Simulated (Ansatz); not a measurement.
Input file:

```yaml
crystal:
  periodic: [false, false, false]
  atoms:
    - {symbol: Ga, position_ang: [0.000000, 0.000000, 0.000000]}
    - {symbol: Li, position_ang: [0.000000, 0.000000, 3.427000]}
basis:
  gaussian: {orbitals: aug-cc-pVDZ}
total_charge: -1
magnetization: {spin_polarized: true, initial_magnetization: 1}
correlation: {method: ccsd_t, electrons: outside_noble_gas}
```

```sh
$ ansatz run in.yaml --threads 1 --pin off --events-out ev --progress --plain --max-ram 2393MiB
```

The program prints:

```
609 factors; integrals over basis functions are off by at most 4.7e-4 eV
mean field evaluation 1: about -52530.7785 eV, gradient 8.5e0 eV
mean field evaluation 2: about -52530.7794 eV, gradient 8.5e0 eV
mean field evaluation 4: about -52534.6942 eV, gradient 4.2e0 eV
mean field evaluation 8: about -52535.1780 eV, gradient 5.7e-1 eV
mean field evaluation 16: about -52535.7638 eV, gradient 3.5e-4 eV
mean field evaluation 32: about -52535.7638 eV, gradient 1.8e-6 eV
mean field evaluation 64: about -52535.1623 eV, gradient 1.6e-3 eV
mean field evaluation 96: about -52535.7623 eV, gradient 1.7e-1 eV
mean field evaluation 128: about -52534.8044 eV, gradient 1.0e-1 eV
mean field evaluation 160: about -52535.5665 eV, gradient 1.3e-1 eV
...
mean field evaluation 1088: about -52534.8546 eV, gradient 6.1e-3 eV
mean field evaluation 1120: about -52535.0783 eV, gradient 1.1e-1 eV
mean field evaluation 1152: about -52534.8047 eV, gradient 6.1e-4 eV
mean field evaluation 1184: about -52534.6473 eV, gradient 6.4e-4 eV
mean field evaluation 1216: about -52534.8551 eV, gradient 6.7e-2 eV
mean field -52535.76375606 eV, -1930.6537080154 hartree, gradient 3.1e-6 eV, S^2 1.643707; 44 other end points of the search recorded, 0 dependent functions left out
determinant -52535.76375606 eV, -1930.6537080154 hartree, with singles and doubles -52537.47166156 eV, -1930.7164723849 hartree
determinant -52535.57567197 eV, -1930.6467960529 hartree, with singles and doubles -52537.32661875 eV, -1930.7111421600 hartree
determinant -52535.40845972 eV, -1930.6406511158 hartree, with singles and doubles -52536.98316085 eV, -1930.6985203150 hartree
determinant -52535.23136059 eV, -1930.6341428428 hartree, with singles and doubles -52536.91981864 eV, -1930.6961925319 hartree
determinant -52535.07539860 eV, -1930.6284113454 hartree, with singles and doubles -52537.14696635 eV, -1930.7045400561 hartree
determinant -52535.06693391 eV, -1930.6281002739 hartree, with singles and doubles -52536.81516147 eV, -1930.6923464518 hartree
determinant -52534.90244356 eV, -1930.6220553651 hartree, with singles and doubles -52536.87362798 eV, -1930.6944950562 hartree
determinant -52534.85458693 eV, -1930.6202966664 hartree, with singles and doubles -52536.60401436 eV, -1930.6845869384 hartree
determinant -52534.80468221 eV, -1930.6184627017 hartree, with singles and doubles -52536.39871452 eV, -1930.6770423084 hartree
determinant -52534.78621052 eV, -1930.6177838796 hartree, with singles and doubles -52536.43026736 eV, -1930.6782018539 hartree
determinant -52534.77540631 eV, -1930.6173868322 hartree, with singles and doubles -52536.44686784 eV, -1930.6788119105 hartree
determinant -52534.72341975 eV, -1930.6154763612 hartree, with singles and doubles -52536.33609380 eV, -1930.6747410395 hartree
determinant -52534.70949233 eV, -1930.6149645379 hartree, with singles and doubles -52536.30618123 eV, -1930.6736417728 hartree
determinant -52534.64608622 eV, -1930.6126344065 hartree, with singles and doubles -52536.48805078 eV, -1930.6803253556 hartree
determinant -52534.64466909 eV, -1930.6125823281 hartree, with singles and doubles -52536.69051704 eV, -1930.6877658533 hartree
determinant -52534.64308450 eV, -1930.6125240952 hartree, with singles and doubles -52536.13022721 eV, -1930.6671755820 hartree
determinant -52534.58714455 eV, -1930.6104683401 hartree, with singles and doubles -52536.08850239 eV, -1930.6656422229 hartree
determinant -52534.56059597 eV, -1930.6094926978 hartree, with singles and doubles -52536.06357327 eV, -1930.6647260948 hartree
determinant -52534.50238066 eV, -1930.6073533247 hartree, with singles and doubles -52536.27115228 eV, -1930.6723544827 hartree
determinant -52534.47870506 eV, -1930.6064832624 hartree, with singles and doubles -52536.20881314 eV, -1930.6700635617 hartree
determinant -52534.35215423 eV, -1930.6018326052 hartree, with singles and doubles -52536.50642641 eV, -1930.6810006475 hartree
determinant -52534.05482951 eV, -1930.5909061232 hartree, with singles and doubles -52535.55307964 eV, -1930.6459657998 hartree
determinant -52535.76375606 eV, -1930.6537080154 hartree, with singles and doubles -52537.46771557 eV, -1930.7163273725 hartree
determinant -52535.57567197 eV, -1930.6467960529 hartree, with singles and doubles -52537.32490508 eV, -1930.7110791838 hartree
determinant -52535.40845972 eV, -1930.6406511158 hartree, with singles and doubles -52536.98329168 eV, -1930.6985251231 hartree
determinant -52535.23136059 eV, -1930.6341428428 hartree, with singles and doubles -52536.92019265 eV, -1930.6962062763 hartree
determinant -52535.07539860 eV, -1930.6284113454 hartree, with singles and doubles -52537.12751788 eV, -1930.7038253379 hartree
determinant -52535.06693391 eV, -1930.6281002739 hartree, with singles and doubles -52536.81972667 eV, -1930.6925142195 hartree
determinant -52534.90244356 eV, -1930.6220553651 hartree, with singles and doubles -52536.91424104 eV, -1930.6959875589 hartree
determinant -52534.85458693 eV, -1930.6202966664 hartree, with singles and doubles -52536.60247397 eV, -1930.6845303303 hartree
determinant -52534.80468221 eV, -1930.6184627017 hartree, with singles and doubles -52536.40717043 eV, -1930.6773530574 hartree
determinant -52534.78621052 eV, -1930.6177838796 hartree, with singles and doubles -52536.42980199 eV, -1930.6781847521 hartree
determinant -52534.77540631 eV, -1930.6173868322 hartree, with singles and doubles -52536.45352019 eV, -1930.6790563796 hartree
determinant -52534.72341975 eV, -1930.6154763612 hartree, with singles and doubles -52536.33164831 eV, -1930.6745776709 hartree
determinant -52534.70949233 eV, -1930.6149645379 hartree, with singles and doubles -52536.29694803 eV, -1930.6733024592 hartree
determinant -52534.64608622 eV, -1930.6126344065 hartree, with singles and doubles -52536.48146682 eV, -1930.6800833993 hartree
determinant -52534.64466909 eV, -1930.6125823281 hartree, with singles and doubles -52536.69684081 eV, -1930.6879982478 hartree
determinant -52535.76375606 eV, -1930.6537080154 hartree, with singles and doubles -52537.48832893 eV, -1930.7170848996 hartree
determinant -52535.57567197 eV, -1930.6467960529 hartree, with singles and doubles -52537.37927914 eV, -1930.7130773939 hartree
determinant -52535.40845972 eV, -1930.6406511158 hartree, with singles and doubles -52536.99854934 eV, -1930.6990858315 hartree
determinant -52535.23136059 eV, -1930.6341428428 hartree, with singles and doubles -52536.93006188 eV, -1930.6965689640 hartree
determinant -52535.07539860 eV, -1930.6284113454 hartree, with singles and doubles -52537.12852503 eV, -1930.7038623500 hartree
determinant -52535.16233932 eV, -1930.6316063580 hartree, with singles and doubles -52537.45822214 eV, -1930.7159784954 hartree
determinant -52535.16233932 eV, -1930.6316063580 hartree, with singles and doubles -52537.46801752 eV, -1930.7163384691 hartree
15 core orbitals not correlated: weight in the atoms' cores, before any rotation towards them, 1.000 or more for the frozen orbitals, at most 0.000 for the correlated occupied ones
reference -52535.76375606 eV, -1930.6537080154 hartree; 3, 2 occupied and 41, 42 virtual orbitals, 609 factors
second order -1.16550463 eV of doubles, -0.00000000 eV of singles
cycle   1  -1.72457116 eV  change    1.7e-6 eV  update   6.6e-6
cycle   2  -1.72456631 eV  change    4.9e-6 eV  update   5.9e-6
cycle   3  -1.72456052 eV  change    5.8e-6 eV  update   4.4e-6
cycle   4  -1.72455636 eV  change    4.2e-6 eV  update   2.8e-6
cycle   5  -1.72455400 eV  change    2.4e-6 eV  update   1.5e-6
perturbative correction -0.07896013 eV, -0.0029017314 hartree
Total energy: -52537.56727018 eV, -1930.7199859372 hartree
```

Ran on 1 thread of Arm Neoverse V2, shared host: 40 s wall, 0.16 GiB peak host memory.
